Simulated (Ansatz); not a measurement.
**C₂H₃FN₂: one species, many methods**

An exercise on one series of results from a longer session: the logs are not shown, and one member is left open.

Computed with Ansatz 0.2.0, Gaussian basis. Level: functionals in def2-TZVPP, the program's frozen cores in correlated methods.

The runs, in order: LDA (SPW92), PBE-D4, revPBE-D4, BLYP-D4, r2SCAN-D4, B97M-V, PBE0-D4, B3LYP-D4, r2SCANh-D4, r2SCAN0-D4, HSE06-D4, BHLYP-D4, CAM-B3LYP-D4, LC-ωPBE, ωB97X-V, ωB97M-V, B2PLYP, PBE-QIDH; CCSD(T)/def2-SVP; CCSD(T)/def2-TZVPP; MP2/def2-QZVPP; extrapolation to the limit; RPA on PBE.

## The geometry

All runs share one geometry, relaxed beforehand with PBE0-D4 in a triple-zeta def2 set.

8 atoms, charge 0, spin multiplicity 1.

Atoms are counted from 1 here; the program's logs count them from 0.

Bond lengths: F1–C2 1.350 Å, C2–N3 1.468 Å, C2–N5 1.477 Å, C2–H6 1.092 Å, N3–C4 1.285 Å, C4–N5 1.397 Å, C4–H7 1.087 Å, N5–H8 1.012 Å. Angles: F1–C2–N3 114.5°, F1–C2–N5 113.8°, F1–C2–H6 109.1°, N3–C2–N5 90.4°, N3–C2–H6 114.4°, N5–C2–H6 113.8°, C2–N3–C4 85.7°, N3–C4–N5 102.3°, N3–C4–H7 129.7°, N5–C4–H7 127.7°, C2–N5–C4 81.5°, C2–N5–H8 118.4°, C4–N5–H8 120.5°.

As a file:

```xyz
8

F    -1.8351   -0.3359    0.0948
C    -0.6338    0.0899    0.5394
N     0.3574   -0.9755    0.7327
C     0.9997   -0.4199   -0.2317
N     0.2092    0.6981   -0.5105
H    -0.7825    0.7316    1.4109
H     1.9668   -0.6731   -0.6595
H    -0.1894    0.8280   -1.4320
```

The first run:

The input, in.yaml:

```yaml
crystal:
  periodic: [false, false, false]
  atoms:
    - {symbol: F, position_ang: [-1.835124, -0.335922, 0.094768]}
    - {symbol: C, position_ang: [-0.633779, 0.089862, 0.539449]}
    - {symbol: N, position_ang: [0.357351, -0.975544, 0.732726]}
    - {symbol: C, position_ang: [0.999690, -0.419912, -0.231663]}
    - {symbol: N, position_ang: [0.209151, 0.698122, -0.510495]}
    - {symbol: H, position_ang: [-0.782533, 0.731561, 1.410882]}
    - {symbol: H, position_ang: [1.966782, -0.673144, -0.659452]}
    - {symbol: H, position_ang: [-0.189436, 0.827979, -1.432015]}
basis:
  gaussian: {orbitals: def2-TZVPP}
hamiltonian: {xc: lda}
output: {orbitals: {seedname: orbitals}}
```

Launch:

```bash
$ ansatz run in.yaml --threads 2 --pin off --events-out ev --progress --plain --max-ram 4352MiB
```

Steps of the session up to this table: LDA; PBE-D4 (GGA); revPBE-D4 (GGA); BLYP-D4 (GGA); r2SCAN-D4 (meta-GGA); B97M-V (meta-GGA); B3LYP-D4 (hybrid); r2SCANh-D4 (hybrid); r2SCAN0-D4 (hybrid); HSE06-D4 (hybrid); BHLYP-D4 (hybrid); CAM-B3LYP-D4 (range-separated); LC-ωPBE (range-separated); ωB97X-V (range-separated); ωB97M-V (range-separated); B2PLYP (double hybrid); PBE-QIDH (double hybrid).

One table of the session follows, with a row left open; its other results are not shown here.

| functional | HOMO (eV) | gap (eV) |
| --- | --- | --- |
| LDA (SPW92) | -6.24 | 4.39 |
| PBE-D4 | -6.04 | 4.45 |
| revPBE-D4 | -5.97 | 4.47 |
| BLYP-D4 | -5.95 | 4.45 |
| r2SCAN-D4 | ? | ? |
| B97M-V | -6.41 | 5.11 |
| PBE0-D4 | -7.47 | 6.95 |
| B3LYP-D4 | -7.26 | 6.44 |
| r2SCANh-D4 | -6.85 | 5.87 |
| r2SCAN0-D4 | -7.66 | 7.27 |
| HSE06-D4 | -7.07 | 6.15 |
| BHLYP-D4 | -8.82 | 9.43 |
| CAM-B3LYP-D4 | -8.93 | 9.56 |
| LC-ωPBE | -10.30 | 12.18 |
| ωB97X-V | -9.91 | 11.72 |
| ωB97M-V | -9.83 | 11.53 |

**Question.** Estimate the row for r2SCAN-D4.

Worked estimate for «HOMO (eV)». Against the share of exact exchange, r2SCANh-D4 (0.1, -6.85), r2SCAN0-D4 (0.25, -7.66) give a slope of -5.40 per unit share; at 0 the line stands at -6.31.

The run gave: HOMO (eV): -6.31; gap (eV): 4.94. In «HOMO (eV)» the line misses by 0.00.
